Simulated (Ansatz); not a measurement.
System: fluorite CeO2. Method: PBEsol in Ansatz (PAW).

From the output:

```
Crystal: 3 atoms, lattice volume = 39.321 Å³
Basis set: ecut = 520 eV, 1067 PW (Γ), exchange–correlation on 60×60×60 points (8 copies of the dense FFT grid, shifted against one another)
Bands: 22, of which v1, the nominal top of the filled ones, is band 12 counted from 1 (11 counted from 0)
Symmetry: 48 space group operations
Space group: Fm-3m (ITA 225), of the structure as read, at distance tolerance 3.4e-5 Å
k-points: 47 of 1000
Functional: x = pbesol(κ = 0.804, μ = 0.12345679012345678), c = pbesol(β = 0.046)
SCF iter   1: F=—  HF=-7611.957435 eV  |F-HF|=—  |Δ(HF+E_count)|=         —  Δρ=2.03e-2  dr2=1.54e-1
SCF iter   2: F=—  HF=-7612.067016 eV  |F-HF|=—  |Δ(HF+E_count)|=   1.10e-1  Δρ=4.44e-2  dr2=8.75e-1
  ...
SCF iter   9: F=—  HF=-7611.937045 eV  |F-HF|=—  |Δ(HF+E_count)|=  1.77e-10  Δρ=4.14e-6  dr2=5.36e-9
SCF iter  10: F=-7611.937045 eV  HF=-7611.937045 eV  |F-HF|=1.82e-12  |Δ(HF+E_count)|=  7.34e-10  Δρ=1.89e-7  dr2=7.93e-12
SCF 1 converged in 10 iterations: F = -7611.937045 eV  dr2 = 7.93e-12
SCF converged after 10 iterations
Free energy (F): -7611.937045 eV
Internal energy: -7611.937045 eV  (E = F + TS)
E sigma→0 (E₀):  -7611.937045 eV
Fermi energy:    12.172799 eV
--- Forces (eV/Å), atoms counted from 1 ---
  atom   1  Ce    -0.00000000    -0.00000000     0.00000000
  atom   2  O      0.00000000     0.00000000    -0.00000000
  atom   3  O      0.00000000    -0.00000000     0.00000000
--- Stress (GPa, compression-positive) ---
       -0.012973       0.000000       0.000000
        0.000000      -0.012973      -0.000000
        0.000000      -0.000000      -0.012973
  P = ⅓ Tr σ = -0.0130 GPa (-0.130 kbar)
```

**Question.** Write an input file that could have produced this run (the log leaves some choices open).

**Answer.** This is not unique; one that fits is 
Ansatz 0.2 input:
```yaml
crystal:
  lattice:
    - [0.0, 2.6989695686, 2.6989695686]
    - [2.6989695686, 0.0, 2.6989695686]
    - [2.6989695686, 2.6989695686, 0.0]
  atoms:
    - { symbol: Ce, position: [0.0, 0.0, 0.0] }
    - { symbol: O, position: [0.25, 0.25, 0.25] }
    - { symbol: O, position: [0.75, 0.75, 0.75] }
basis:
  ecutwfc: 520
  ecutrho_ratio: 4
  xc_grid: 2
kpoints:
  mp_grid: { grid: [10, 10, 10] }
  band_path:
    path:
      - [0.0, 0.0, 0.0]
      - [0.045455, 0.0, 0.045455]
      - [0.090909, 0.0, 0.090909]
      - [0.136364, 0.0, 0.136364]
      - [0.181818, 0.0, 0.181818]
      - [0.227273, 0.0, 0.227273]
      - [0.272727, 0.0, 0.272727]
      - [0.318182, 0.0, 0.318182]
      - [0.363636, 0.0, 0.363636]
      - [0.409091, 0.0, 0.409091]
      - [0.454545, 0.0, 0.454545]
      - [0.5, 0.0, 0.5]
      - [0.541667, 0.083333, 0.541667]
      - [0.583333, 0.166667, 0.583333]
      - [0.625, 0.25, 0.625]
      - [0.375, 0.375, 0.75]
      - [0.34375, 0.34375, 0.6875]
      - [0.3125, 0.3125, 0.625]
      - [0.28125, 0.28125, 0.5625]
      - [0.25, 0.25, 0.5]
      - [0.21875, 0.21875, 0.4375]
      - [0.1875, 0.1875, 0.375]
      - [0.15625, 0.15625, 0.3125]
      - [0.125, 0.125, 0.25]
      - [0.09375, 0.09375, 0.1875]
      - [0.0625, 0.0625, 0.125]
      - [0.03125, 0.03125, 0.0625]
      - [0.05, 0.05, 0.05]
      - [0.1, 0.1, 0.1]
      - [0.15, 0.15, 0.15]
      - [0.2, 0.2, 0.2]
      - [0.25, 0.25, 0.25]
      - [0.3, 0.3, 0.3]
      - [0.35, 0.35, 0.35]
      - [0.4, 0.4, 0.4]
      - [0.45, 0.45, 0.45]
      - [0.5, 0.5, 0.5]
      - [0.5, 0.46875, 0.53125]
      - [0.5, 0.4375, 0.5625]
      - [0.5, 0.40625, 0.59375]
      - [0.5, 0.375, 0.625]
      - [0.5, 0.34375, 0.65625]
      - [0.5, 0.3125, 0.6875]
      - [0.5, 0.28125, 0.71875]
      - [0.5, 0.25, 0.75]
      - [0.5, 0.2, 0.7]
      - [0.5, 0.15, 0.65]
      - [0.5, 0.1, 0.6]
      - [0.5, 0.05, 0.55]
    npoints: 1
hamiltonian:
  xc: pbesol
  dispersion: none
  pseudopotentials: { kind: paw }
scf:
  occupations: { method: fermi_dirac, width: 0.01 }
  convergence: { dr2_threshold: 0.0000000003 }
output:
  forces: true
  stress: true
  eigenvalues: true
  write_bands: true
```

The PAW data were made under PBE.

Ansatz is a quantum-chemistry and plane-wave program.
